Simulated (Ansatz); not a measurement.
A calculation with Ansatz (development build ahead of 0.2.0).

```yaml
crystal:
  periodic: [false, false, false]
  atoms:
    - { symbol: H, position_ang: [0.0, 0.0, 0.575] }
    - { symbol: F, position_ang: [0.0, 0.0, -0.575] }
basis:
  gaussian: { orbitals: "6-31G" }
total_charge: 1
magnetization:
  spin_polarized: true
  initial_magnetization: 1
hamiltonian:
  xc: hf
correlation:
  method: ccsd_t
  frozen_orbitals: { F: 1, H: 0 }
```

The input is written out in the form of the current development build from the run's settings.

The run gave:

```
Converged                       : yes
Reference energy                : -99.46065 hartree
CCSD correlation energy         : -0.09765 hartree
Triples correction              : -0.00087 hartree
Total energy                    : -99.55917 hartree
Spin squared of the determinant : 0.755
```
